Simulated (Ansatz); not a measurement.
Run this with Ansatz's Python interface and show what comes out.

The script, `conformers_c3h3fs.py`:
```python
'''Conformer energies of C3H3FS.'''

import ansatz
from rdkit import Chem
from rdkit.Chem import AllChem

rd = Chem.AddHs(Chem.MolFromSmiles('FCC=C=S'))
ids = list(AllChem.EmbedMultipleConfs(rd, numConfs=20, randomSeed=176, pruneRmsThresh=0.4))
field = [energy for _, energy in AllChem.MMFFOptimizeMoleculeConfs(rd)]
distinct = {round(e, 2): i for i, e in zip(ids, field)}
chosen = sorted(distinct.items())[:5]
found = []
for force_field, index in chosen:
    system = ansatz.Crystal.molecule()
    for atom, xyz in zip(rd.GetAtoms(), rd.GetConformer(index).GetPositions()):
        system = system.atom(atom.GetSymbol(), xyz.round(5).tolist())
    calc = system.calculation()
    calc = calc.basis(gaussian='6-31G*')
    calc = calc.correlation('mp2')
    found.append(calc.run().report['free_energy_ev'])
print('conformer   MMFF (kcal/mol)   this level (kcal/mol)')
for (force_field, index), e in zip(chosen, found):
    print(f'{index:9d} {force_field - chosen[0][0]:17.2f} {23.060548 * (e - min(found)):17.3f}')
```

`python conformers_c3h3fs.py` gives:
```text
conformer   MMFF (kcal/mol)   this level (kcal/mol)
        2              0.00             0.000
        1              1.21             0.290
```

Caveats:
- These settings explore the input space; basis and method may be short of convergence.
- The conformers keep their force-field geometries.
- Timing: 3.4 s on 1 thread of Arm Neoverse V1 (shared host), peak memory 0.29 GiB.
